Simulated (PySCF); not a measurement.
# Relaxation of singlet ClF₂⁺

These are results of TPSS in PySCF with Cl def2-TZVP, F def2-TZVP; no relativity; density-fitted integrals, not measurements. A (50,194) grid was used.

A hand-made linear start, of D∞h symmetry, held to at least that symmetry:

```xyz
3
charge 1 multiplicity 1, angstrom
Cl    0.0000    0.0000    0.0000
F     0.0000    0.0000    1.5974
F     0.0000    0.0000   -1.5974
```

(1) What forces act on the atoms at the start (eV/Å)?

(2) What does it relax to?

(3) How much energy is released, and in how many steps?

## Answers

(1) 
```json
{"atom": "Cl1", "Fx": "0.00", "Fy": "0.00", "Fz": "0.00"}
{"atom": "F2", "Fx": "0.00", "Fy": "0.00", "Fz": "1.49"}
{"atom": "F3", "Fx": "0.00", "Fy": "0.00", "Fz": "-1.49"}
```

(2) It ends at D∞h with Cl–F 1.652 Å (×2); F–Cl–F 180.0°. No frequency check is given, so it may be a saddle point.

(3) 7.5 kJ/mol in 3 steps.

The relaxation took roughly 110 core-seconds on a shared host.
